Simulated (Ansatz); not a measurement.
System: body-centred tetragonal In. Method: PBE+SOC (Ansatz, a program for electronic structure, plane waves, PAW).

Settings: plane-wave cutoff 520 eV, 24×24×24 k mesh, Fermi–Dirac smearing 0.05 eV, PAW data made under PBE.

A third-order Birch–Murnaghan fit to the energies gives V0 = 27.422 Å³/atom, B0 = 35.7 GPa, B′ = 5.2.

| V (Å³/atom) | P (GPa) |
|---|---|
| 26.324 | [?] |
| 26.872 | [?] |
| 27.420 | 0.002 |
| 27.969 | [?] |
| 28.517 | -1.263 |

Q: Estimate the withheld pressures from this fit; the answers are the runs' own values.

A: 
- 26.324, P (GPa): 1.623
- 26.872, P (GPa): 0.763
- 27.969, P (GPa): -0.669

The formula P = (3/2) B0 (x^(7/3) − x^(5/3)) [1 + (3/4)(B′ − 4)(x^(2/3) − 1)] with x = V0/V meets the computed pressures within 0.01 GPa when these rounded values are put in.

Shape and atoms are relaxed at each volume.

Measured, for comparison: bulk modulus 44.7 GPa (copied from a table, unchecked, extrapolated to 0 K and zero-point effects removed; as tabulated in Lejaeghere et al. (2013), arXiv:1204.2733). Computed (rounded) less measured: bulk modulus not scored (unchecked).

Note: the bulk modulus comes from volumes at which shape and atoms were relaxed.

The result took very roughly 21 core-minutes.
